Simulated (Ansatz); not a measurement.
Born–Oppenheimer molecular dynamics of H₂LiO (4 atoms, charge 1, multiplicity 1). It goes on from the last frame of an earlier run, with new velocities.

The calculation used RKS PBE/cc-pVDZ (Ansatz).

```yaml
ensemble: NVT, Langevin thermostat
time_step: 0.5 fs
steps_asked: 250
set_temperature: 200 K
friction: 0.005 /fs
seed: 458753
```

First frame:

```xyz
4
Properties=species:S:1:pos:R:3
Li -0.197 0.177 -1.590
O 0.007 -0.037 0.138
H -0.490 -0.301 0.972
H 0.824 0.466 0.366
```

Q: How far do the bonds stretch over the last three quarters of this one trajectory? (Pairs bonded in most of those frames.)

A: 
| bond | mean (Å) | spread (Å) | shortest | longest |
| --- | --- | --- | --- | --- |
| Li1–O2 | 1.859 | 0.088 | 1.73 | 1.98 |
| O2–H3 | 0.982 | 0.017 | 0.95 | 1.02 |
| O2–H4 | 0.983 | 0.008 | 0.97 | 1.00 |

Mean temperature of the second half: 314 K. The mean temperature of the second half is 57 % above the set value. A run of 0.12 ps of so small a system gives no equilibrium averages. Limits of this set-up: the dipole of an ion depends on the origin.

Run time: 2.4 min on 1 thread of Arm Neoverse V1 (shared host), peak memory 0.077 GiB.
